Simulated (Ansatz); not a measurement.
Molecule (SMILES): F[B]F, doublet.
Atoms: B1, F2, F3. Bonds: B1-F2, B1-F3.

Basis-set convergence of the optimised B1-F2 bond length at MP2 with Ansatz (a program for electronic structure). The reference of a correlated method is not its basis-set limit, which lies further on. Cartesian d functions, on some or all atoms, in 6-31G*; all else is spherical. Cores are frozen. Open shells are unrestricted. No added dispersion term, no relativity. Reference: the value in def2-QZVPP, 1.3084 Å, itself unsure by roughly 0.0002 Å (its distance from cc-pVQZ). Deviations are taken from unrounded values.

```json
[
 {"basis": "6-31G*", "functions": "45", "optimised B1-F2 bond length (Å)": "1.3215", "minus reference (Å)": "0.0131"},
 {"basis": "6-311G**", "functions": "54", "optimised B1-F2 bond length (Å)": "1.3136", "minus reference (Å)": "0.0052"},
 {"basis": "def2-TZVPPD", "functions": "117", "optimised B1-F2 bond length (Å)": "1.3136", "minus reference (Å)": "0.0052"},
 {"basis": "cc-pCVTZ", "functions": "129", "optimised B1-F2 bond length (Å)": "1.3101", "minus reference (Å)": "0.0017"}
]
```

Of the sets listed that have larger relatives (same family, alike in diffuse functions), none stays within 0.003 Å of the reference together with them. Inside, with no larger relative to test it: cc-pCVTZ.
